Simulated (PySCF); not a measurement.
Bonds broken one at a time in the series vinyl-X. Gas-phase values, no solvent. One relaxed conformer stands for each flexible species; it need not be the lowest. Strings in code marks are SMILES.

Calculation: PySCF with TPSSh-D3(BJ)/def2-TZVP // CAM-B3LYP-D3(BJ)/def2-TZVP. 

| species | dipole moment (D) |
|---|---|
| whole molecule (`C=C`) | 0.00 |
| whole molecule (`C=CCl`) | 1.42 |
| whole molecule (`C=CN`) | – |
| radical fragment (`[NH2]`) | 1.92 |
| radical fragment (`[SiH3]`) | 0.02 |
| whole molecule (`C=CC=C` (C–C–C–C torsion 180°)) | – |
